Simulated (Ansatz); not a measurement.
in.yaml

```yaml
crystal:
  periodic: [false, false, false]
  atoms:
    - {symbol: Ge, position_ang: [-0.001989, 0.000001, 1.207499]}
    - {symbol: Ge, position_ang: [-0.001381, -0.000001, -1.281547]}
    - {symbol: H, position_ang: [1.500233, -0.000013, 1.588157]}
    - {symbol: H, position_ang: [-0.628647, 1.243483, 1.874144]}
    - {symbol: H, position_ang: [-0.628670, -1.243469, 1.874145]}
basis:
  gaussian: {orbitals: cc-pVTZ}
magnetization: {spin_polarized: true, initial_magnetization: 1}
correlation: {method: ccsdt_q, electrons: outside_noble_gas}
```

```sh
$ ansatz run in.yaml --threads 2 --pin off --events-out ev --progress --plain --max-ram 24576MiB --backend cuda --devices 0, --max-vram 18GiB
```

Log:

```
1512 factors; integrals over basis functions are off by at most 1.9e-7 eV
mean field evaluation 1: about -112994.5965 eV, gradient 8.4e0 eV
mean field evaluation 2: about -112994.6003 eV, gradient 8.4e0 eV
mean field evaluation 4: about -112995.6903 eV, gradient 1.5e0 eV
mean field evaluation 8: about -112995.7106 eV, gradient 4.9e-2 eV
mean field evaluation 16: about -112995.6289 eV, gradient 1.2e0 eV
mean field evaluation 32: about -112995.7046 eV, gradient 1.3e-1 eV
mean field evaluation 64: about -112995.7096 eV, gradient 2.9e-2 eV
mean field evaluation 96: about -112995.6563 eV, gradient 9.0e-2 eV
mean field evaluation 128: about -112995.5759 eV, gradient 3.0e0 eV
mean field evaluation 160: about -112995.7114 eV, gradient 1.6e-1 eV
...
cycle  16  -6.53500138 eV  change    5.1e-5 eV  update   4.2e-5
cycle  17  -6.53499396 eV  change    7.4e-6 eV  update   2.3e-5
cycle  18  -6.53500437 eV  change   -1.0e-5 eV  update   1.4e-5
cycle  19  -6.53502002 eV  change   -1.6e-5 eV  update   8.9e-6
cycle  20  -6.53503112 eV  change   -1.1e-5 eV  update   5.7e-6
cycle  21  -6.53503024 eV  change    8.8e-7 eV  update   3.4e-6
cycle  22  -6.53502823 eV  change    2.0e-6 eV  update   2.3e-6
cycle  23  -6.53502771 eV  change    5.3e-7 eV  update   1.6e-6
cycle  24  -6.53502829 eV  change   -5.8e-7 eV  update   1.2e-6
cycle  25  -6.53502914 eV  change   -8.5e-7 eV  update   9.9e-7
perturbative correction -0.00921582 eV, -0.0003386753 hartree
Total energy: -113002.25698909 eV, -4152.7563486683 hartree
```

Ran on 2 threads of AMD EPYC 7R13 with a shared H100 80 GB, shared host: 40 s wall, 1.1 GiB peak host memory.
